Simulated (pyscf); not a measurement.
Hydrogen abstraction: F–SiH•–F (SMILES F[SiH]F) + H₂ (SMILES [H][H]) -> F–SiH₂–F (SMILES F[SiH2]F) + H• (SMILES [H])

Gas phase, doublet surface, charge 0. Bonds broken: H3–H4. Bonds formed: Si1–H3. PySCF, gas phase, ωB97X-D3(BJ)/def2-SVP geometries.

Transition state (Å):

```xyz
6

Si     0.6099     0.2483     0.1538
F      1.2385     1.5993    -0.4715
H     -0.8038    -0.0436    -0.5869
H     -1.7767    -0.1924    -1.0741
H      1.6134    -0.8386     0.0410
F      0.3170     0.5219     1.7195
```

One imaginary mode, 1233i cm⁻¹; descent along it reached the two sides named.

```json
[
 {"bond": "H3–H4", "change": "breaks", "reactant side (Å)": "0.761", "saddle": "1.098", "product side": "3.6"},
 {"bond": "Si1–H3", "change": "forms", "reactant side (Å)": "3.2", "saddle": "1.622", "product side": "1.478"}
]
```

Electronic energies relative to the separated reactants (kcal/mol):

```csv
level,barrier,reaction energy,reverse barrier
ωB97X-D3(BJ)/def2-TZVP,13.4,+6.6,6.8
PBE/def2-TZVP,11.8,+10.9,1.0
r²SCAN/def2-TZVP,12.0,+11.2,0.8
B3LYP-D3(BJ)/def2-TZVP,12.8,+10.9,1.9
PBE0-D3(BJ)/def2-TZVP,11.8,+8.3,3.5
M06-2X/def2-TZVP,17.4,+9.3,8.1
ωB97M-D3(BJ)/def2-TZVP,13.7,+6.9,6.9
HF/def2-TZVP,19.1,+1.5,17.6
```

With ωB97M-D3(BJ)/def2-TZVP energies and thermal terms (ideal gas, 1 atm, RRHO with modes under 100 cm⁻¹ raised to 100, one conformer, R ln 2 for chiral ones without a mode under 150 cm⁻¹), in kcal/mol:

```
T (K)   ΔH‡   ΔG‡    ΔH     ΔG
-----  ----  ----  ----  -----
298    11.4  19.1  +6.3   +8.2
600    11.2  27.1  +6.3  +10.1
900    11.5  35.0  +6.7  +11.9
1200   12.0  42.7  +7.3  +13.5
```

This is the saddle that the search found; another between the same sides may lie lower. The angle at the transferred H is 177°.
